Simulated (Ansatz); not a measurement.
Predict the output of the script below (the Python package of Ansatz (0.2.0)).

`c2h2f.py`:
```python
"""A short Born-Oppenheimer trajectory of C2H2F."""

from dataclasses import dataclass

import ansatz as az
import numpy as np


@dataclass
class RunConfig:
    basis_set: str = "def2-SVP"
    functional: str = "BLYP"
    n_steps: int = 20
    temperature_k: int = 200


opts = RunConfig()

GEOMETRY = """
C     0.29860   -0.82820    0.17030
C    -0.22200    0.40230   -0.04080
F     0.37500    1.29230   -0.84840
H     0.71960   -1.74910    0.31120
H    -1.12130    0.80910    0.36640
"""

mol = az.Crystal.molecule()
for line in GEOMETRY.strip().splitlines():
    symbol, *xyz = line.split()
    mol = mol.atom(symbol, [float(v) for v in xyz])

job = (
    mol.calculation()
    .basis(gaussian=opts.basis_set)
    .functional(opts.functional)
    .spin("collinear", total=1)
    .md("nvt_langevin", timestep=0.25, steps=opts.n_steps, temperature=opts.temperature_k, initial_velocities="maxwell_boltzmann", seed=30, friction=0.02)
)
frames = []
job.session().plan().execute(on_event=lambda e: frames.append(e["data"]) if e["event"] == "md_step" else None)
print("t (fs)   E_pot (eV)      E_kin (eV)   T (K)   d(0-1) (A)")
for f in frames[::3]:
    xyz = np.array(f["positions_ang"])
    print(f"{f['time_fs']:6.2f} {f['lagrangian_ev']:14.5f} {f['e_kin_ev']:10.5f} {f['temperature_k']:8.1f} {np.linalg.norm(xyz[0] - xyz[1]):9.4f}")
print("mean temperature", round(float(np.mean([f["temperature_k"] for f in frames])), 1), "K")
symbols = [site.symbol for site in mol.cartesian_sites]
with open("last_frame.xyz", "w") as handle:
    handle.write(f"{len(symbols)}\nt = {frames[-1]['time_fs']} fs\n")
    handle.writelines("{:2s} {:10.5f} {:10.5f} {:10.5f}\n".format(s, *xyz) for s, xyz in zip(symbols, frames[-1]["positions_ang"]))
```

Output of `python c2h2f.py`:
```text
t (fs)   E_pot (eV)      E_kin (eV)   T (K)   d(0-1) (A)
  0.00    -4814.98248    0.10341    160.0    1.3527
  0.75    -4814.98889    0.10450    161.7    1.3480
  1.50    -4815.05547    0.16450    254.5    1.3400
  2.25    -4815.11832    0.23214    359.2    1.3301
  3.00    -4815.12299    0.23281    360.2    1.3188
  3.75    -4815.07567    0.16727    258.8    1.3088
  4.50    -4815.02186    0.10293    159.3    1.3005
mean temperature 239.9 K
```

It writes `last_frame.xyz`:
```text
5
t = 5.0 fs
C     0.30851   -0.78627    0.16185
C    -0.22755    0.37717   -0.03054
F     0.38103    1.28871   -0.85775
H     0.75277   -1.82790    0.42834
H    -1.17857    0.79813    0.44096
```

What to keep in mind:
- Total energies depend on the basis set; only differences at equal settings carry meaning.
- The trajectory is only some femtoseconds long, so its temperature is not equilibrated; where the script doesn't relax first, it starts from a rough generated geometry.
- The species is open-shell (spin multiplicity 2).
- The printed temperature counts all 3N degrees of freedom under Langevin dynamics, so the first row lies under the target.
- Finished in 30 s on 1 thread of Arm Neoverse V1, with other jobs on the host, peak memory 0.18 GiB.

(Lines on the test bed's own set-up are left out of the output.)
